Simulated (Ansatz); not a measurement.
Two isomers of C2H4OS: A = `O=S1CC1`, B = `C=C(O)S`.

Isolated molecules relaxed with PBE0-D4/def2-TZVP in Ansatz; ΔE leaves out vibrations. CBS: MP2 limit from def2 TZ/QZ plus the TZ coupled-cluster correction, frozen cores. This one scheme is used for every species. DFT in def2-TZVPP. B3LYP here is the variant with VWN-RPA as its local correlation; programs differ in this. Each species was taken in one conformer, which may not be the lowest.

A:

Z-matrix (Å, degrees):
```
C
S 1 1.814
C 1 1.488 2 65.8
H 1 1.084 2 116.3 3 -112.2
H 1 1.084 2 111.8 3 111.8
O 2 1.475 1 111.2 3 -100.0
H 3 1.084 1 117.8 2 102.9
H 3 1.084 1 119.4 2 -107.7
```

B:

Z-matrix (Å, degrees):
```
C
C 1 1.328
H 1 1.083 2 120.0
H 1 1.079 2 120.5 3 179.3
O 2 1.355 1 121.8 3 -5.5
S 2 1.767 1 121.7 3 172.0
H 5 0.963 2 108.6 1 156.8
H 6 1.347 2 96.3 1 126.7
```

Question: Which isomer does CCSD(T)/CBS put lower? Give the gap. (Estimate.)

Answer: Computed: B, by 18.1 kcal/mol.

Question: Give E(B) − E(A) in kcal/mol with ωB97M-V, PBE0-D4, BLYP-D4, B2PLYP, r2SCAN-D4, B3LYP-D4, CCSD/def2-TZVPP. (Estimate.)

Answer: The calculation gave: ωB97M-V -18.8, PBE0-D4 -15.4, BLYP-D4 -18.0, B2PLYP -18.1, r2SCAN-D4 -14.1, B3LYP-D4 -19.2, CCSD/def2-TZVPP -21.8. None reverses the order clearly.

Question: Does the order hold for the free energy at 298.15 K (harmonic terms from PBE0-D4)? (Best estimate.)

Answer: Ansatz gave: Yes: G(B) − G(A) = -19.7 kcal/mol, for one conformer each.

Largest T1 diagnostic: 0.017.

Leaving LDA and LC-ωPBE aside and taking each functional with its dispersion term where it has one, the values, not all of them listed here, spread over 8.5 kcal/mol, from BHLYP-D4 to revPBE-D4. From r2SCAN to r2SCAN0 (25 % exact exchange), in def2-TZVPP and without D4, E(B) − E(A) moves by −1.7 kcal/mol.
